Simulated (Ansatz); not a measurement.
Input for Ansatz (development build ahead of 0.2.0):

```yaml
crystal:
  periodic: [false, false, false]
  atoms:
    - { symbol: F, position_ang: [0.0, 0.0, -1.30732] }
    - { symbol: C, position_ang: [0.0, 0.0, 0.0] }
    - { symbol: O, position_ang: [0.0, 0.91131, 0.69423] }
basis:
  gaussian: { orbitals: cc-pVTZ }
magnetization:
  initial_magnetization: 1
hamiltonian:
  xc: hf
correlation:
  method: ccsd_t
  frozen_orbitals: { C: 1, F: 1, O: 1 }
```

The input is written out in the form of the current development build from the run's settings. Correlation on restricted open-shell orbitals is semicanonical, with singles.

Output:

- Converged: yes
- Reference energy: -212.19114 hartree
- CCSD correlation energy: -0.61015 hartree
- Triples correction: -0.02464 hartree
- Total energy: -212.82593 hartree
- Spin squared of the determinant: 0.750
